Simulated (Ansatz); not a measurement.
```csv
atom,x (Å),y (Å),z (Å)
C,1.4000,0.0000,0.0000
C,0.7000,1.2124,0.0000
C,-0.7000,1.2124,0.0000
C,-1.4000,0.0000,0.0000
C,-0.7000,-1.2124,0.0000
C,0.7000,-1.2124,0.0000
H,3.8000,0.0000,0.0000
H,1.2425,2.1521,0.0000
H,-1.2425,2.1521,0.0000
H,-2.4850,0.0000,0.0000
H,-1.2425,-2.1521,0.0000
H,1.2425,-2.1521,0.0000
```

Basis set: def2-TZVP. Charge 0. Computed with Ansatz (development build ahead of 0.2.0); the lowest solution found for each multiplicity.

Task: How do the multiplicities compare at this shape? Give, from the lowest of each method, PBE0 (unrestricted) for 1, 3; PBE0 (restricted) for 1, 3; HF (unrestricted) for 1, 3; HF (restricted) for 1, 3.

Result:

| method | multiplicity | E (eV) | <S²> |
| --- | --- | --- | --- |
| PBE0, unrestricted | 1 | 0.000 | 0.72 |
| PBE0, unrestricted | 3 | 0.639 | 2.01 |
| PBE0, restricted | 1 | 0.000 | 0.00 |
| PBE0, restricted | 3 | 0.236 | 2.00 |
| HF, unrestricted | 1 | 0.000 | 1.56 |
| HF, unrestricted | 3 | 0.413 | 2.67 |
| HF, restricted | 1 | 1.431 | 0.00 |
| HF, restricted | 3 | 0.000 | 2.00 |

Caution: other spin multiplicities may lie lower. Caution for PBE0, unrestricted, PBE0, restricted: charge can spread falsely over distant fragments. Caution for PBE0, unrestricted, HF, unrestricted: the unrestricted determinant is spin contaminated. Caution for PBE0, restricted, HF, restricted: an unrestricted determinant lies well below. Caution for HF, unrestricted: the unrestricted determinant is a mixture of spin states.
